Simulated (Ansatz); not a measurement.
# One shape, several levels: singlet [SiN2H5]+

We compute a comparison of 6 runs (BHLYP/def2-SVPD, BLYP/def2-SVPD, revPBE/def2-SVPD, wB97X/def2-SVPD, MP2/def2-SVPD, CCSD/def2-SVPD) of singlet [SiN2H5]+. 

Program for the calculation: Ansatz 0.2.0.

50 further runs of the same task are left out: 50 set aside as unsound or not needed.

### Step 1. The system as given

[SiN2H5]+: 8 atoms, total charge +1, spin state singlet. SMILES of the parent species: `N[SiH]N`. Geometry: relaxed at PBE0-D4/def2-TZVP. This is one conformer, not always the lowest. That shape belongs to the parent species and isn't relaxed for this state.

Bond lengths: N1–Si2 1.713 Å, Si2–N3 1.720 Å, N1–H4 1.008 Å, N1–H5 1.005 Å, Si2–H6 1.504 Å, N3–H7 1.008 Å, N3–H8 1.008 Å. Angles: N1–Si2–N3 106.1°, N1–Si2–H6 117.2°, N3–Si2–H6 103.6°, Si2–N1–H4 122.2°, Si2–N1–H5 121.8°, Si2–N3–H7 120.2°, Si2–N3–H8 119.6°, H4–N1–H5 112.8°, H7–N3–H8 111.5°.

### Step 2. A single-point energy at BHLYP/def2-SVPD (run 1)

in.yaml

```yaml
crystal:
  periodic: [false, false, false]
  atoms:
    - {symbol: N, position_ang: [-1.027000, 0.622100, -0.768300]}
    - {symbol: Si, position_ang: [0.527700, 0.579900, -0.050700]}
    - {symbol: N, position_ang: [0.789500, -1.052600, 0.425100]}
    - {symbol: H, position_ang: [-1.817900, 0.144500, -0.364600]}
    - {symbol: H, position_ang: [-1.296600, 1.349400, -1.406800]}
    - {symbol: H, position_ang: [0.716400, 1.354100, 1.225100]}
    - {symbol: H, position_ang: [0.730800, -1.794000, -0.255200]}
    - {symbol: H, position_ang: [1.468900, -1.260500, 1.139500]}
basis:
  gaussian:
    orbitals: def2-SVPD
hamiltonian:
  xc: {name: BHLYP}
output:
  orbitals: {seedname: orbitals}
accuracy: high
total_charge: 1
```

The run is started by

```bash
$ ansatz run in.yaml --threads 1 --pin off --max-ram 3480MiB --events-out events.jsonl --progress --plain --runs-dir runs
```

Output:

```text
Warning: RAYON_NUM_THREADS=1 ignored (pool sized by the plan → 1); use --threads N
Functional definition: BHLYP
  name "BHLYP"
  parameter a = 0.5
  exchange = (1 - a)*b88_x + a*exact_x
  correlation = lyp_c
2133 factors; integrals over basis functions are off by at most 3.5e-9 eV
mean field evaluation 1: about -10910.4429 eV, gradient 8.6e1 eV
mean field evaluation 2: about -10890.9373 eV, gradient 1.2e2 eV
mean field evaluation 4: about -10925.4337 eV, gradient 8.9e0 eV
mean field evaluation 8: about -10925.6009 eV, gradient 7.4e-2 eV
mean field evaluation 16: about -10925.6010 eV, gradient 2.9e-5 eV
mean field -10925.60097398 eV, -401.5084301556 hartree, gradient 3.4e-8 eV, S^2 0.000000; 0 other end points of the search recorded, 0 dependent functions left out
reference -10925.60100099 eV, -401.5084311479 hartree; 16, 16 occupied and 88, 88 virtual orbitals, 2133 factors
Total energy: -10925.60100099 eV, -401.5084311479 hartree
```

Wall time 6.6 s (1 thread of Arm Neoverse V2, shared host); peak memory 0.32 GiB.

### Step 3. The energy at BLYP/def2-SVPD (run 2)

job.yaml

```yaml
basis:
  gaussian: {orbitals: def2-SVPD}
crystal:
  periodic: [false, false, false]
  atoms:
    - {symbol: N, position_ang: [-1.027000, 0.622100, -0.768300]}
    - {symbol: Si, position_ang: [0.527700, 0.579900, -0.050700]}
    - {symbol: "N", position_ang: [0.789500, -1.052600, 0.425100]}
    - {symbol: H, position_ang: [-1.817900, 0.144500, -0.364600]}
    - {symbol: H, position_ang: [-1.296600, 1.349400, -1.406800]}
    - {symbol: H, position_ang: [0.716400, 1.354100, 1.225100]}
    - {symbol: H, position_ang: [0.730800, -1.794000, -0.255200]}
    - {symbol: H, position_ang: [1.468900, -1.260500, 1.139500]}
total_charge: 1
hamiltonian: {xc: {name: BLYP}}
accuracy: high
output: {orbitals: {seedname: orbitals}}
```

The run is started by

```bash
$ ansatz run job.yaml --threads 1 --pin off --max-ram 3480MiB --events-out events.jsonl --progress --plain --runs-dir runs
```

Output:

```text
Warning: RAYON_NUM_THREADS=1 ignored (pool sized by the plan → 1); use --threads N
Functional definition: BLYP
  name "BLYP"
  parameter beta = 0.0042
  parameter a = 0.04918
  parameter b = 0.132
  parameter c = 0.2533
  parameter d = 0.349
  exchange = b88_x(beta = beta)
  correlation = lyp_c(a = a, b = b, c = c, d = d)
2133 factors; integrals over basis functions are off by at most 3.5e-9 eV
mean field evaluation 1: about -10895.9503 eV, gradient 1.2e2 eV
mean field evaluation 2: about -10769.7303 eV, gradient 2.1e2 eV
mean field evaluation 4: about -10923.0649 eV, gradient 3.3e1 eV
mean field evaluation 8: about -10926.5669 eV, gradient 2.9e-1 eV
mean field evaluation 16: about -10926.5653 eV, gradient 7.8e-5 eV
mean field -10926.56531724 eV, -401.5438691165 hartree, gradient 3.3e-8 eV, S^2 0.000000; 0 other end points of the search recorded, 0 dependent functions left out
reference -10926.56537063 eV, -401.5438710788 hartree; 16, 16 occupied and 88, 88 virtual orbitals, 2133 factors
Total energy: -10926.56537063 eV, -401.5438710788 hartree
```

It took 5.7 s on 1 thread of Arm Neoverse V2, shared host; peak memory 0.27 GiB.

Runs 3 to 5 aren't shown in full; the table further down has their settings and results.

### Step 4. A single-point energy at CCSD/def2-SVPD (run 6)

in.yaml, as its differences from that of step 2:

```diff
@@ -5,3 +5,3 @@
     - {symbol: Si, position_ang: [0.527700, 0.579900, -0.050700]}
-    - {symbol: N, position_ang: [0.789500, -1.052600, 0.425100]}
+    - {symbol: "N", position_ang: [0.789500, -1.052600, 0.425100]}
     - {symbol: H, position_ang: [-1.817900, 0.144500, -0.364600]}
@@ -14,7 +14,8 @@
     orbitals: def2-SVPD
-hamiltonian:
-  xc: {name: BHLYP}
-output:
-  orbitals: {seedname: orbitals}
+scf:
+  omitted_lower_state_checks: [cluster_reference, increment]
 accuracy: high
+correlation:
+  method: ccsd
+  frozen_orbitals: {H: 0, "N": 1, Si: 5}
 total_charge: 1
```

The run is started by

```bash
$ ansatz run in.yaml --threads 1 --pin off --max-ram 3480MiB --events-out events.jsonl --progress --plain --runs-dir runs
```

Output:

```text
Warning: RAYON_NUM_THREADS=1 ignored (pool sized by the plan → 1); use --threads N
[... 11 lines left out ...]
7 core orbitals not correlated: weight in the atoms' cores, before any rotation towards them, 1.000 or more for the frozen orbitals, at most 0.000 for the correlated occupied ones
[... 26 lines left out ...]
Total energy: -10906.77941958 eV, -400.8167507889 hartree
Checks for a lower state left out: cluster_reference, increment
```

Run time: 16 s. Hardware: 1 thread of Arm Neoverse V2, shared host; peak memory 0.83 GiB.

### Step 5. The series

```
run             level  frozen core orbitals  energy (Eh)  HOMO energy (eV)  LUMO energy (eV)  HOMO–LUMO gap (eV)  wall time
  1   BHLYP/def2-SVPD                     –  -401.508431            -14.83             -8.54                6.29      6.6 s
  2    BLYP/def2-SVPD                     –  -401.543871            -12.08            -10.06                2.01      5.7 s
  3  revPBE/def2-SVPD                     –  -401.490883            -12.16            -10.09                2.07      5.7 s
  4   wB97X/def2-SVPD                     –  -401.539875            -16.01             -7.25                8.76       19 s
  5     MP2/def2-SVPD                     7  -400.786016                 –                 –                   –      3.9 s
  6    CCSD/def2-SVPD                     7  -400.816751                 –                 –                   –       16 s
```

### Step 6. Outcome

```
                                          quantity          value
                               run 6: total energy  -400.81675 Eh
run 6: correlation energy (7 core orbitals frozen)     -486.7 mEh
                              run 6: T1 diagnostic          0.023
```

**Reading.** Over runs 1, 2, 3, 4 the HOMO–LUMO gap runs from 2.01 eV (BLYP/def2-SVPD) to 8.76 eV (wB97X/def2-SVPD). Totals of different functionals can't be ranked against each other. All runs together took 57 s, the longest 19 s.
